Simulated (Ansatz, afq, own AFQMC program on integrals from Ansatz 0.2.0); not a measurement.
**BeMg⁻, doublet → BeMg, triplet**

```csv
atom,x (Å),y (Å),z (Å)
Be,0.0000,0.0000,0.0000
Mg,0.0000,0.0000,2.7131
```

E(triplet, charge +0) − E(doublet, charge -1) at this geometry, on UHF and UHF determinants.

Basis aug-cc-pVDZ. Noble-gas cores (and the filled d shells of Ga–Kr and In–Xe) are frozen. Integrals, coupled cluster, full CI and functionals: Ansatz 0.2.0; the random walks run on the same integrals in our own AFQMC program. The CISD trial takes its coefficients from CCSD amplitudes. Released means that phaseless walkers are propagated on without the constraint, phases kept. ± is one standard error of the sampling. The errors of all members are added in quadrature.

Full CI on the same integrals is exact in this basis and with this determinant's frozen core.

Errors are counted within aug-cc-pVDZ, not against nature.

Cautions: BeMg⁻ (doublet): an unrestricted solution with more broken spin lies lower, raised T1 diagnostic (T1 0.040, weight of the determinant 0.82, largest double 0.09), (T) is large, 6 % of the CCSD correlation, the released energies are still falling, so no released level is given (meV from the phaseless value at times in 1/Eh: -5 ± 12 at 0.24, -7 ± 11 at 0.51, -23 ± 11 at 0.99, -26 ± 10 at 1.62, -38 ± 9 at 2.40), the ph-AFQMC/HF walk drifts between its halves (2.2 errors), its ph-AFQMC/CISD value lies 65 ± 10 meV above full CI; BeMg (triplet): lower spins were not checked, its ph-AFQMC/CISD value lies 16 ± 3 meV above full CI; this needn't be the first ionization.

Reference (full CI): 39.5 kcal/mol.

| level | vertical detachment energy (kcal/mol) | error against FCI (kcal/mol) |
| --- | --- | --- |
| HF | 6.9 | -32.6 |
| MP2 | 29.2 | -10.3 |
| CCSD | 35.8 | -3.6 |
| CCSD(T) | 38.5 | -1.0 |
| CCSDT | 39.2 | -0.3 |
| CCSDT(Q) | 39.4 | 0.0 |
| ph-AFQMC/HF | 35.6 ± 1.3 | -3.9 ± 1.3 |
| ph-AFQMC/CISD | 38.4 ± 0.3 | -1.1 ± 0.3 |

Correlation beyond CCSD(T) adds 1.0 kcal/mol. The perturbative (T) step is worth +2.6 kcal/mol.

CCSDT and higher add their correlation energy to the determinant of the CCSD(T) run, since their own runs factorise the integrals more tightly (a shift of under 2 meV). A walk keeps the symmetry of its determinant, which the program's search chose and which needn't be the lowest solution, so a lower state of the same spin and another symmetry isn't excluded.
